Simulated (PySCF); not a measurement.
# N2O (nitrous oxide): QCISD(T)/STO-6G

What is the energy change on altering one bond length of N2O (nitrous oxide) at QCISD(T)/STO-6G? Input form: a Python script.

Program for the calculation: PySCF 2.14.0.

7 further runs of the same task are left out: 7 set aside as unsound or not needed.

## (1) The system as given

The species is N2O (3 atoms), meant as a singlet with charge 0. SMILES: `N#[N+][O-]`. Geometry: relaxed at PBE0-D4/def2-TZVP.

Bond lengths: N1–N2 1.118 Å, N2–O3 1.174 Å. Angles: N1–N2–O3 180.0°.

## (2) The energy at QCISD(T)/STO-6G

The input, geometry.xyz:

```xyz
3
N2O
N     -0.511700     1.001300    -0.167900
N     -0.008400     0.016500    -0.002800
O      0.520100    -1.017800     0.170700
```

The input, job.py:

```python
from pyscf import gto, cc

mol = gto.Mole()
mol.atom = 'geometry.xyz'
mol.verbose = 3
mol.spin = 0
mol.basis = 'sto-6g'
mol.max_memory = 1860
mol.build()

mf = mol.RHF()
mf.conv_tol = 1e-10
mf.kernel()
if not mf.converged:
    mf = mf.newton().run(mf.mo_coeff, mf.mo_occ)

mycc = cc.QCISD(mf, frozen=3)
mycc.kernel()
e_t = mycc.qcisd_t()
e_final = mycc.e_tot + e_t
print('Final energy', e_final)
```

On the command line:

```sh
$ OMP_NUM_THREADS=1 python job.py
```

Output:

```text
converged SCF energy = -182.941497184595
E(QCISD) = -183.170017182226  E_corr = -0.228519997631292
QCISD(T) correction = -0.0165610914984274
Final energy -183.18657827372448
```

Run time: 0.92 s. Hardware: 1 thread of Arm Neoverse V1, shared host; peak memory 0.12 GiB.

## (3) The distorted shape

The input, run.py:

```python
from pyscf import gto, scf, cc

mol = gto.M(
    atom='N -0.617415 1.208189 -0.202605; N -0.114115 0.223389 -0.037505; O 0.520100 -1.017800 0.170700',
    charge=0,
    spin=0,
    basis='sto-6g',
    verbose=3,
    max_memory=1860,
)

mf = scf.RHF(mol)
mf.conv_tol = 1e-10
mf.kernel()
if not mf.converged:
    mf = mf.newton().run(mf.mo_coeff, mf.mo_occ)

mycc = cc.QCISD(mf, frozen=3)
mycc.kernel()
e_t = mycc.qcisd_t()
e_tot = mycc.e_tot + e_t
print('Final energy', e_tot)
```

On the command line:

```sh
$ OMP_NUM_THREADS=1 python run.py
```

Output:

```text
converged SCF energy = -182.948905081806
E(QCISD) = -183.1787111273172  E_corr = -0.2298060455111081
QCISD(T) correction = -0.0149014200300158
Final energy -183.1936125473472
```

Wall time 0.82 s (1 thread of Arm Neoverse V1, shared host); peak memory 0.1 GiB.

## (4) Outcome

Level: QCISD(T)/STO-6G, 3 core orbitals frozen.

| quantity | value |
| --- | --- |
| first shape: total energy | -183.18658 Eh |
| first shape: dipole moment (Hartree–Fock density) | 0.13 D |
| first shape: HOMO energy (Hartree–Fock orbitals) | -10.25 eV |
| first shape: LUMO energy (Hartree–Fock orbitals) | 6.76 eV |
| first shape: HOMO–LUMO gap (Hartree–Fock orbitals) | 17.02 eV |
| first shape: correlation energy (3 core orbitals frozen) | -245.1 mEh |
| first shape: (T) correction | -16.56 mEh |
| first shape: T1 diagnostic | 0.024 |
| distorted shape: total energy | -183.19361 Eh |
| distorted shape: dipole moment (Hartree–Fock density) | 0.98 D |
| distorted shape: HOMO energy (Hartree–Fock orbitals) | -9.68 eV |
| distorted shape: LUMO energy (Hartree–Fock orbitals) | 5.86 eV |
| distorted shape: HOMO–LUMO gap (Hartree–Fock orbitals) | 15.54 eV |
| distorted shape: correlation energy (3 core orbitals frozen) | -244.7 mEh |
| distorted shape: (T) correction | -14.90 mEh |
| distorted shape: T1 diagnostic | 0.046 |
| energy change with the N2–O3 bond stretched from 1.174 to 1.409 Å | -0.191 eV |

What this shows: With the N2–O3 bond stretched from 1.174 to 1.409 Å the energy falls by 0.19 eV (4.4 kcal/mol). The first shape isn't relaxed at this level, so the change isn't measured from a minimum. The minimal basis adds a large error of its own. The T1 diagnostic (first shape) of 0.024 is above the customary mark for such species, so a single reference may not serve. Mulliken charges (first shape) of the mean-field density run from -0.15 on O3 to +0.18 on N2; they depend strongly on the basis. The triples (first shape) make up 6.8 % of the correlation energy. The T1 diagnostic (distorted shape) of 0.046 is above the customary mark for such species, so a single reference may not serve. Mulliken charges (distorted shape) of the mean-field density run from -0.14 on O3 to +0.10 on N2.
